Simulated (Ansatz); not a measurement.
**Zr₂O: from a trial structure to a relaxed crystal**

The calculation used DFT r2SCAN, scalar-relativistic, plane waves, PAW (Ansatz).

The start puts Zr₂O on the cubic Laves (C15) structure type (Fd-3m, No. 227), with O in place of Mg, Zr in place of Cu, at a guessed volume.

Input of the last, converged step (default PAW datasets):

```yaml
crystal:
  lattice:
    - [0.0, 3.8280262364, 3.8280262364]
    - [3.8280262364, 0.0, 3.8280262364]
    - [3.8280262364, 3.8280262364, 0.0]
  atoms:
    - { symbol: Zr, position: [0.125, 0.125, 0.125] }
    - { symbol: Zr, position: [0.625, 0.125, 0.125] }
    - { symbol: Zr, position: [0.125, 0.125, 0.625] }
    - { symbol: Zr, position: [0.125, 0.625, 0.125] }
    - { symbol: O, position: [0.5, 0.5, 0.5] }
    - { symbol: O, position: [0.75, 0.75, 0.75] }
basis:
  ecutwfc: 500
kpoints:
  mp_grid: { grid: [8, 8, 8] }
hamiltonian:
  xc: r2scan
scf:
  occupations: { method: gaussian, width: 0.1 }
output:
  forces: true
  stress: true
  eigenvalues: true
relax:
  adjacent_minimum: "off"
  f_tol: 0.01
  max_steps: 80
  cell: { stress_tol: 0.05 }
```

Launched as:

```bash
ansatz run input.yaml --threads 1 --pin off --max-ram 3072MiB --backend cpu --events-out ev --progress --plain --runs-dir out
```

Time: 53 s on 1 thread of Arm Neoverse V2 (shared host), peak memory 0.71 GiB.

End of the output:

```
SCF converged after 6 iterations
Free energy (F): -17906.880409 eV
Harris-Foulkes:  -17906.880409 eV  (|F-HF|=3.64e-12)
Internal energy: -17906.840059 eV  (E = F + TS)
E sigma→0 (E₀):  -17906.860234 eV
Entropy (-TS):   -0.040350 eV (-6.725 meV/atom)
Fermi energy:    12.099197 eV
--- Per-component energies (eV) ---
  E_band       = -472.216313
  E_kinetic    = 1688.992056
  E_local      = -3522.865999  (includes V_loc(G=0)·N_el)
  E_nonlocal   = 427.601990
  E_hartree    = 1162.157322
  E_xc         = -767.501846
  E_vxc        = -1056.072364  (∫ρ·V_xc dr)
  E_paw        = -12205.434086  (= ΣΔE_a)
  E_vpaw       = -399.816191  (= ΣTr[D̂ρ^β])
  E_aug_tail   = 0.001930  (compensation charges beyond the density's cutoff)
  E_vtau       = 65.627677  (kinetic-family band-sum trace: ∫τ·v_τ [+ j·A + Jᵃ·Aᵃ] dr)
  E_ewald      = -4689.068579
  E_core_change = -0.722848  (= ΣΔE_core)
  E_smearing   = -0.040350  (= −TS)
  E_closure    =  0.000000  (closes the sum)
  Σ components = -17906.880409   (vs F -17906.880409, Δ=0.00e0)
--- Forces (eV/Å), atoms counted from 1 ---
  atom   1  Zr     0.00000000     0.00000000     0.00000000
  atom   2  Zr     0.00000000     0.00000000     0.00000000
  atom   3  Zr     0.00000000     0.00000000     0.00000000
  atom   4  Zr     0.00000000     0.00000000     0.00000000
  atom   5  O      0.00000000     0.00000000     0.00000000
  atom   6  O      0.00000000     0.00000000     0.00000000
  max |Σ_I F_I| component: 1.85e-17 eV/Å
--- Stress (GPa, compression-positive) ---
       -0.001119       0.000000       0.000000
        0.000000      -0.001119       0.000000
        0.000000       0.000000      -0.001119
  P = ⅓ Tr σ = -0.0011 GPa (-0.011 kbar)
--- Relaxed structure (3 steps of the walk, 3 accepted, 1 SCFs on fresh bases) ---
  F+E_penalty+E_count = -17906.88040907 eV   max|allowed force component| = 3.701e-17 eV/Å   (the final SCF, on the basis selected at the relaxed cell)
  cell:  # Å, volume = 112.8495 Å³
    - [0.000000, 3.835511, 3.835511]
    - [3.835511, 0.000000, 3.835511]
    - [3.835511, 3.835511, 0.000000]
  atoms:
    - { symbol: Zr, position: [0.125, 0.125, 0.125] }
    - { symbol: Zr, position: [0.625000, 0.125, 0.125000] }
    - { symbol: Zr, position: [0.125, 0.125, 0.625000] }
    - { symbol: Zr, position: [0.125, 0.625000, 0.125000] }
    - { symbol: O, position: [0.5, 0.5, 0.5] }
    - { symbol: O, position: [0.750000, 0.750000, 0.750000] }
```

Absolute energies hang on the potentials; compare differences alone.

The result has space group Fd-3m (No. 227). Zr has 6 Zr at 2.71 Å and 6 O at 3.18 Å; O is coordinated by 12 Zr at 3.18 Å and 4 O at 3.32 Å.

Against the elements it lies at 0.87 eV/atom. Energies over the elements count from the elements' standard structures at the same level (O₂ as a molecule), with no empirical corrections.

For metals, differences of a few meV/atom aren't resolved.

A structure relaxed within its symmetry needn't be a true minimum.